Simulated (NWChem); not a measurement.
Everything below was run with NWChem. System: OS, charge 0, spin multiplicity 3, at a geometry optimised with UPBE0/def2-SVP. The structure started from a generated list of species. Its SCF solution wasn't tested for a lower state. Level: UBLYP/def2-TZVP.

The NWChem input:

```
start mol
memory heap 200 mb stack 900 mb global 1100 mb
geometry units angstroms nocenter noautoz
  O      0.000000     0.000000     1.001183
  S      0.000000     0.000000    -0.500592
  symmetry group C2v
end
basis spherical
  * library def2-tzvp
end
dft
  xc becke88 lyp
  odft
  mult 3
  semidirect memsize 60000000 filesize 0
  iterations 100
end
task dft energy
```

NWChem printed:

```
             Northwest Computational Chemistry Package (NWChem) 7.3.0
             --------------------------------------------------------

                                NWChem Input Module
                                -------------------

 Scaling coordinates for geometry "geometry" by  1.889725989
 (inverse scale =  0.529177249)

 Turning off AUTOSYM since
 SYMMETRY directive was detected!

                             Geometry "geometry" -> ""
                             -------------------------

 Output coordinates in angstroms (scale by  1.889725989 to convert to a.u.)

  No.       Tag          Charge          X              Y              Z
 ---- ---------------- ---------- -------------- -------------- --------------
    1 O                    8.0000     0.00000000     0.00000000     1.00118300
    2 S                   16.0000     0.00000000     0.00000000    -0.50059200

 Effective nuclear repulsion energy (a.u.)      45.1030865955

            Nuclear Dipole moment (a.u.)
            ----------------------------
        X                 Y               Z
 ---------------- ---------------- ----------------
     0.0000000000     0.0000000000    -0.0000151178

      Symmetry information
      --------------------

 Group name             C2v
 Group number             16
 Group order               4
 No. of unique centers     2

      Symmetry unique atoms

     1    2


 Summary of "ao basis" -> "" (spherical)
 ------------------------------------------------------------------------------
       Tag                 Description            Shells   Functions and Types
 ---------------- ------------------------------  ------  ---------------------
 *                         def2-tzvp                  on all atoms

                                 NWChem DFT Module
                                 -----------------

 Summary of "ao basis" -> "ao basis" (spherical)
 ------------------------------------------------------------------------------
       Tag                 Description            Shells   Functions and Types
 ---------------- ------------------------------  ------  ---------------------
 O                         def2-tzvp                11       31   5s3p2d1f
 S                         def2-tzvp                13       37   5s5p2d1f

 Summary of "ao basis" -> "ao basis" (spherical)
 ------------------------------------------------------------------------------
       Tag                 Description            Shells   Functions and Types
 ---------------- ------------------------------  ------  ---------------------
 O                         def2-tzvp                11       31   5s3p2d1f
 S                         def2-tzvp                13       37   5s5p2d1f

      Symmetry analysis of basis
      --------------------------

        a1         30
        a2          6
        b1         16
        b2         16

            General Information
            -------------------
          SCF calculation type: DFT
          Wavefunction type:  spin polarized.
          No. of atoms     :     2
          No. of electrons :    24
           Alpha electrons :    13
            Beta electrons :    11
          Charge           :     0
          Spin multiplicity:     3
          Use of symmetry is: on ; symmetry adaption is: on
          Maximum number of iterations: 100
          AO basis - number of functions:    68
                     number of shells:    24
          Convergence on energy requested:  1.00D-06
          Convergence on density requested:  1.00D-05
          Convergence on gradient requested:  5.00D-04

              XC Information
              --------------
                    Becke 1988 Exchange Functional  1.000
              Lee-Yang-Parr Correlation Functional  1.000

             Grid Information
             ----------------
          Grid used for XC integration:  medium
          Radial quadrature: Mura-Knowles
          Angular quadrature: Lebedev.
          Tag              B.-S. Rad. Rad. Pts. Rad. Cut. Ang. Pts.
          ---              ---------- --------- --------- ---------
          O                   0.60       49           7.0       434
          S                   1.00       88           6.0       590
          Grid pruning is: on
          Number of quadrature shells:   137
          Spatial weights used:  Erf1

          Convergence Information
          -----------------------
          Convergence aids based upon iterative change in
          total energy or number of iterations.
          Levelshifting, if invoked, occurs when the
          HOMO/LUMO gap drops below (HL_TOL):  1.00D-02
          DIIS, if invoked, will attempt to extrapolate
          using up to (NFOCK): 10 stored Fock matrices.

                    Damping( 0%)  Levelshifting(0.5)       DIIS
                  --------------- ------------------- ---------------
          dE  on:    start            ASAP                start
          dE off:    2 iters        100 iters           100 iters

      Screening Tolerance Information
      -------------------------------
          Density screening/tol_rho:  1.00D-10
          AO Gaussian exp screening on grid/accAOfunc:  14
          CD Gaussian exp screening on grid/accCDfunc:  20
          XC Gaussian exp screening on grid/accXCfunc:  20
          Schwarz screening/accCoul:  1.00D-08

      Superposition of Atomic Density Guess
      -------------------------------------

 Sum of atomic energies:        -472.26380858

      Non-variational initial energy
      ------------------------------

 Total energy =    -472.397696
[...]
    38     -0.127972  2 S  py                41     -0.057828  2 S  py
    53      0.043881  2 S  d -1              58      0.037626  2 S  d -1

 Vector   12  Occ=1.000000D+00  E=-2.177169D-01  Symmetry=b2
              MO Center=  5.2D-31, -9.1D-16, -1.2D-01, r^2= 1.8D+00
   Bfn.  Coefficient  Atom+Function         Bfn.  Coefficient  Atom+Function
  ----- ------------  ---------------      ----- ------------  ---------------
    47      0.469323  2 S  py                50      0.355760  2 S  py
     7     -0.329871  1 O  py                10     -0.256235  1 O  py
    13     -0.246694  1 O  py                44      0.217973  2 S  py
    38     -0.171954  2 S  py                41     -0.075828  2 S  py
    58     -0.065682  2 S  d -1              53     -0.052515  2 S  d -1

 Vector   13  Occ=1.000000D+00  E=-2.177169D-01  Symmetry=b1
              MO Center= -7.3D-16,  3.5D-31, -1.2D-01, r^2= 1.8D+00
   Bfn.  Coefficient  Atom+Function         Bfn.  Coefficient  Atom+Function
  ----- ------------  ---------------      ----- ------------  ---------------
    46      0.469323  2 S  px                49      0.355760  2 S  px
     6     -0.329871  1 O  px                 9     -0.256235  1 O  px
    12     -0.246694  1 O  px                43      0.217973  2 S  px
    37     -0.171954  2 S  px                40     -0.075828  2 S  px
    60      0.065682  2 S  d  1              55      0.052515  2 S  d  1

 Vector   14  Occ=0.000000D+00  E=-3.251321D-02  Symmetry=a1
              MO Center= -5.2D-16, -5.5D-16, -5.4D-01, r^2= 2.5D+00
   Bfn.  Coefficient  Atom+Function         Bfn.  Coefficient  Atom+Function
  ----- ------------  ---------------      ----- ------------  ---------------
    51      0.992923  2 S  pz                36      0.878210  2 S  s
     5     -0.873304  1 O  s                 14      0.460254  1 O  pz
    48      0.407583  2 S  pz                 8      0.239933  1 O  pz
    11      0.218983  1 O  pz                54     -0.169187  2 S  d  0
     3     -0.140407  1 O  s                 45      0.130324  2 S  pz

 Vector   15  Occ=0.000000D+00  E= 2.206088D-01  Symmetry=b2
              MO Center=  2.2D-31, -3.5D-17, -5.8D-01, r^2= 3.8D+00
   Bfn.  Coefficient  Atom+Function         Bfn.  Coefficient  Atom+Function
  ----- ------------  ---------------      ----- ------------  ---------------
    50      1.364093  2 S  py                47     -1.068623  2 S  py
    38      0.155948  2 S  py                58     -0.145381  2 S  d -1
    44     -0.073883  2 S  py                53     -0.061298  2 S  d -1
    13     -0.034612  1 O  py                41      0.033377  2 S  py

 Vector   16  Occ=0.000000D+00  E= 2.206088D-01  Symmetry=b1
              MO Center= -1.2D-17, -6.3D-32, -5.8D-01, r^2= 3.8D+00
   Bfn.  Coefficient  Atom+Function         Bfn.  Coefficient  Atom+Function
  ----- ------------  ---------------      ----- ------------  ---------------
    49      1.364093  2 S  px                46     -1.068623  2 S  px
    37      0.155948  2 S  px                60      0.145381  2 S  d  1
    43     -0.073883  2 S  px                55      0.061298  2 S  d  1
    12     -0.034612  1 O  px                40      0.033377  2 S  px

                     DFT Final Beta Molecular Orbital Analysis
                     -----------------------------------------

 Vector    9  Occ=1.000000D+00  E=-3.754448D-01  Symmetry=a1
              MO Center= -2.3D-15, -1.3D-15,  3.4D-01, r^2= 1.8D+00
   Bfn.  Coefficient  Atom+Function         Bfn.  Coefficient  Atom+Function
  ----- ------------  ---------------      ----- ------------  ---------------
     8      0.366156  1 O  pz                48     -0.306964  2 S  pz
    36      0.300260  2 S  s                 11      0.286557  1 O  pz
    45     -0.186034  2 S  pz                14      0.176457  1 O  pz
     5      0.170584  1 O  s                 39      0.142974  2 S  pz
    35      0.134560  2 S  s                 34     -0.112853  2 S  s

 Vector   10  Occ=1.000000D+00  E=-3.485628D-01  Symmetry=b2
              MO Center= -1.3D-31,  5.4D-16,  4.5D-01, r^2= 1.2D+00
   Bfn.  Coefficient  Atom+Function         Bfn.  Coefficient  Atom+Function
  ----- ------------  ---------------      ----- ------------  ---------------
     7      0.357602  1 O  py                47      0.311674  2 S  py
    10      0.288670  1 O  py                13      0.189737  1 O  py
    50      0.161734  2 S  py                44      0.156800  2 S  py
    38     -0.128783  2 S  py                41     -0.056165  2 S  py
    58      0.054875  2 S  d -1              53      0.051139  2 S  d -1

 Vector   11  Occ=1.000000D+00  E=-3.485628D-01  Symmetry=b1
              MO Center=  6.9D-16, -3.9D-31,  4.5D-01, r^2= 1.2D+00
   Bfn.  Coefficient  Atom+Function         Bfn.  Coefficient  Atom+Function
  ----- ------------  ---------------      ----- ------------  ---------------
     6      0.357602  1 O  px                46      0.311674  2 S  px
     9      0.288670  1 O  px                12      0.189737  1 O  px
    49      0.161734  2 S  px                43      0.156800  2 S  px
    37     -0.128783  2 S  px                40     -0.056165  2 S  px
    60     -0.054875  2 S  d  1              55     -0.051139  2 S  d  1

 Vector   12  Occ=0.000000D+00  E=-1.590568D-01  Symmetry=b2
              MO Center=  6.8D-32, -2.6D-16, -9.9D-02, r^2= 1.9D+00
   Bfn.  Coefficient  Atom+Function         Bfn.  Coefficient  Atom+Function
  ----- ------------  ---------------      ----- ------------  ---------------
    47      0.433215  2 S  py                50      0.409982  2 S  py
     7     -0.325108  1 O  py                13     -0.286388  1 O  py
    10     -0.257812  1 O  py                44      0.214078  2 S  py
    38     -0.167344  2 S  py                41     -0.071542  2 S  py
    58     -0.054280  2 S  d -1              53     -0.049346  2 S  d -1

 Vector   13  Occ=0.000000D+00  E=-1.590568D-01  Symmetry=b1
              MO Center=  3.7D-16,  2.4D-31, -9.9D-02, r^2= 1.9D+00
   Bfn.  Coefficient  Atom+Function         Bfn.  Coefficient  Atom+Function
  ----- ------------  ---------------      ----- ------------  ---------------
    46      0.433215  2 S  px                49      0.409982  2 S  px
     6     -0.325108  1 O  px                12     -0.286388  1 O  px
     9     -0.257812  1 O  px                43      0.214078  2 S  px
    37     -0.167344  2 S  px                40     -0.071542  2 S  px
    60      0.054280  2 S  d  1              55      0.049346  2 S  d  1

 Vector   14  Occ=0.000000D+00  E=-1.390143D-02  Symmetry=a1
              MO Center= -6.3D-16, -6.1D-16, -5.2D-01, r^2= 2.6D+00
   Bfn.  Coefficient  Atom+Function         Bfn.  Coefficient  Atom+Function
  ----- ------------  ---------------      ----- ------------  ---------------
    51      1.071889  2 S  pz                36      1.005005  2 S  s
     5     -0.973809  1 O  s                 14      0.503209  1 O  pz
    48      0.414516  2 S  pz                11      0.237226  1 O  pz
     8      0.233730  1 O  pz                54     -0.164133  2 S  d  0
     3     -0.134120  1 O  s                  4     -0.127052  1 O  s

   alpha - beta orbital overlaps
   -----------------------------

   alpha      1      2      3      4      5      6      7      8      9     10
    beta      1      2      3      4      6      5      7      8      9     11
 overlap   1.000  1.000  1.000  1.000  1.000  1.000  0.999  0.998  0.998  0.999

   alpha     11     12     13     14     15     16     17     18     19     20
    beta     10     12     13     14     15     16     17     18     19     20
 overlap   0.999  0.999  0.999  0.999  0.999  0.999  0.998  1.000  1.000  0.998

   alpha     21     22     23     24     25     26     27     28     29     30
    beta     21     22     23     25     24     26     27     28     29     30
 overlap   0.999  0.999  0.998  0.999  0.999  0.998  0.999  0.999  0.999  0.999

   alpha     31     32     33     34     35     36     37     38     39     40
    beta     31     32     33     34     35     36     38     37     39     40
 overlap   0.999  0.999  0.999  1.000  0.999  0.999  1.000  1.000  0.999  0.999

   alpha     41     42     43     44     45     46     47     48     49     50
    beta     41     42     43     44     46     45     47     49     48     50
 overlap   1.000  1.000  1.000  1.000  1.000  1.000  1.000  1.000  1.000  1.000

   alpha     51     52     53     54     55     56     57     58     59     60
    beta     51     53     52     54     55     56     57     58     59     60
 overlap   1.000  1.000  1.000  1.000  1.000  1.000  1.000  1.000  1.000  1.000

   alpha     61     62     63     64     65     66     67     68
    beta     62     61     63     65     64     66     67     68
 overlap   1.000  1.000  1.000  1.000  1.000  1.000  1.000  1.000

     --------------------------
     Expectation value of S2:
     --------------------------
      <S2> =      2.0048 (Exact =     2.0000)

 center of mass
 --------------
 x =   0.00000000 y =   0.00000000 z =   0.00034943

 moments of inertia (a.u.)
 ------------------
          85.865280307341           0.000000000000           0.000000000000
           0.000000000000          85.865280307341           0.000000000000
           0.000000000000           0.000000000000           0.000000000000

     Multipole analysis of the density
     ---------------------------------

     L   x y z        total         alpha         beta         nuclear
     -   - - -        -----         -----         ----         -------
     0   0 0 0     -0.000000    -13.000000    -11.000000     24.000000

     1   1 0 0     -0.000000     -0.000000     -0.000000      0.000000
     1   0 1 0     -0.000000     -0.000000     -0.000000      0.000000
     1   0 0 1     -0.600928     -0.135687     -0.465226     -0.000015

     2   2 0 0    -13.080914     -8.028317     -5.052596      0.000000
     2   1 1 0     -0.000000     -0.000000     -0.000000      0.000000
     2   1 0 1      0.000000      0.000000      0.000000      0.000000
     2   0 2 0    -13.080914     -8.028317     -5.052596      0.000000
     2   0 1 1      0.000000      0.000000      0.000000      0.000000
     2   0 0 2    -13.600054    -31.471689    -25.082615     42.954250

 Task  times  cpu:        1.0s     wall:        1.0s

 Total times  cpu:        1.0s     wall:        1.0s
```
